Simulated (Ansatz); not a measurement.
System (SMILES): [SH] (SH), doublet.
Atoms: S1, H2. Bonds: S1-H2.

Basis-set convergence of the highest harmonic wavenumber at HF with Ansatz (a program for electronic structure). Each level at its own minimum, finite differences of forces, unscaled; the reference is a large set that could be run, not a limit. All functions are spherical. The program fits the integrals of some runs and decomposes those of others, by size. Open shells are unrestricted. No added dispersion term, no relativity. Reference: the value in aug-pcseg-3, 2842 cm⁻¹, itself unsure by roughly 1 cm⁻¹ (its mean distance from aug-cc-pV(Q+d)Z, def2-QZVPPD, pcseg-3). Deviations are taken from unrounded values.

```tsv
basis	functions	highest harmonic wavenumber (cm⁻¹)	minus reference (cm⁻¹)
pcseg-0	15	2531	-311
pcseg-1	23	2883	41
aug-pcseg-1	36	2871	28
pcseg-2	48	2835	-7
aug-pcseg-2	73	2835	-7
pcseg-3	97	2842	0
aug-pcseg-3	138	2842	0
```

The smallest set listed that lies within 50 cm⁻¹ of the reference with all its larger relatives (same family, alike in diffuse functions; a set with none counts only in the reference's own line) is pcseg-1 (23 functions, 41 cm⁻¹ off).
